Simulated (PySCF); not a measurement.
## Spin–spin coupling constants

Molfile (atoms numbered from 1):
```
C2H2F4
     RDKit          3D

  8  7  0  0  0  0  0  0  0  0999 V2000
   -0.8939   -1.2014   -0.9499 F   0  0  0  0  0  0  0  0  0  0  0  0
   -0.7011    0.0069   -0.3631 C   0  0  0  0  0  0  0  0  0  0  0  0
    0.6370    0.0308    0.3441 C   0  0  0  0  0  0  0  0  0  0  0  0
    0.7034   -0.8958    1.2956 F   0  0  0  0  0  0  0  0  0  0  0  0
    1.6437   -0.1754   -0.5012 F   0  0  0  0  0  0  0  0  0  0  0  0
    0.8075    1.2273    0.9134 F   0  0  0  0  0  0  0  0  0  0  0  0
   -1.4892    0.2011    0.3820 H   0  0  0  0  0  0  0  0  0  0  0  0
   -0.7075    0.8065   -1.1209 H   0  0  0  0  0  0  0  0  0  0  0  0
  1  2  1  0
  2  3  1  0
  3  4  1  0
  3  5  1  0
  3  6  1  0
  2  7  1  0
  2  8  1  0
M  END
```

Indirect spin–spin couplings were computed at B3LYP/pcJ-1 (PySCF) on a PBE0-D3(BJ)/def2-SVP structure, for the isolated molecule, without vibrational or relativistic corrections. Couplings are averaged over pairs made equivalent by symmetry, fast rotation or ring inversion, so a value needn't be that of the named pair in this geometry, while other rotamers aren't included; one pair stands for each set, and the list holds those of at least 0.8 Hz over up to four bonds. One-bond C–F couplings come out tens of Hz too large with common functionals.

Isotopes: ¹³C, ¹⁹F, ¹H.

| pair | bonds | J (Hz) |
| --- | --- | --- |
| F1, C2 | 1 | -254.8 |
| C2, C3 | 1 | 73.4 |
| C2, H7 | 1 | 158.3 |
| C3, F4 | 1 | ? |
| F1, C3 | 2 | ? |
| F1, H7 | 2 | 53.0 |
| C2, F4 | 2 | 41.4 |
| C3, H7 | 2 | ? |
| F4, F5 | 2 | ? |
| H7, H8 | 2 | -11.8 |
| F1, F4 | 3 | -24.1 |
| F4, H7 | 3 | 8.7 |

Q: Estimate the withheld couplings, with signs.

A: 
- ¹J(C3,F4) = -346.3 Hz (bond length 1.330 Å)
- ²J(F1,C3) = 21.9 Hz (angle at C2 110°)
- ²J(C3,H7) = -2.7 Hz (angle at C2 108°)
- ²J(F4,F5) = 65.3 Hz (mean over equivalent pairs that range from 41.8 to 77.2 Hz in this conformer)
